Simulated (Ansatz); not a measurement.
# H4SSi: the cost of one run

Program: Ansatz 0.2.0, Gaussian basis. Level of theory: cc-pVDZ, all electrons in the functionals, frozen cores in the correlation of double hybrids and RPA. These are calculated values, not measurements.

To be run: wB97M-V, B2PLYP, RPA-PBE, at 1.381 Å; 1.485 Å; 1.603 Å; 1.720 Å; 1.838 Å; 1.956 Å; 2.074 Å; 2.192 Å; 2.310 Å (not every functional at every point).

11 further runs of the same task are left out: 1 for a mislabelled method, 7 that didn't finish, 3 set aside as unsound or not needed.

**1. The geometry**

The geometry derives from fragments relaxed apart (PBE0/def2-TZVP) and kept rigid, so it is no stationary point. A hydrogen atom is moved between rigid fragments.

6 atoms, charge 0, spin multiplicity 3.

Atoms are counted from 1 here; the program's logs count them from 0.

Bond lengths: Si1–H2 1.485 Å, Si1–H3 1.485 Å, Si1–H4 1.485 Å, Si1–H5 1.485 Å. Angles: H2–Si1–H3 109.5°, H2–Si1–H4 109.5°, H2–Si1–H5 109.5°, H3–Si1–H4 109.5°, H3–Si1–H5 109.5°, H4–Si1–H5 109.5°.

No dispersion term is added; wB97M-V holds VV10 nonlocal correlation.

The geometry shown and the zero of energy belong to the point 1.485 Å. The yardstick, UCCSDT(Q), and other wave-function levels (R restricted, U unrestricted, valence and pair active spaces) come from earlier runs.

**2. wB97M-V, 1.381 Å**

in.yaml

```yaml
crystal:
  periodic: [false, false, false]
  atoms:
    - {symbol: Si, position_ang: [-1.841871, 0.000000, 0.000000]}
    - {symbol: H, position_ang: [-2.336742, 1.399708, 0.000001]}
    - {symbol: H, position_ang: [-2.336742, -0.699854, 1.212183]}
    - {symbol: H, position_ang: [-2.336742, -0.699854, -1.212182]}
    - {symbol: H, position_ang: [-0.460871, 0.000000, 0.000000]}
    - {symbol: S, position_ang: [1.848129, 0.000000, 0.000000]}
basis:
  gaussian: {orbitals: cc-pVDZ}
magnetization: {spin_polarized: true, initial_magnetization: 2}
hamiltonian: {xc: {name: wB97M-V}}
output: {orbitals: {seedname: orbitals}}
```

Run with:

```bash
$ ansatz run in.yaml --threads 1 --pin off --events-out ev --progress --plain --max-ram 2393MiB
```

What time and memory should one allow on 1 thread of Arm Neoverse V2, shared host?

About 2.8 min, with a peak of 0.26 GiB.
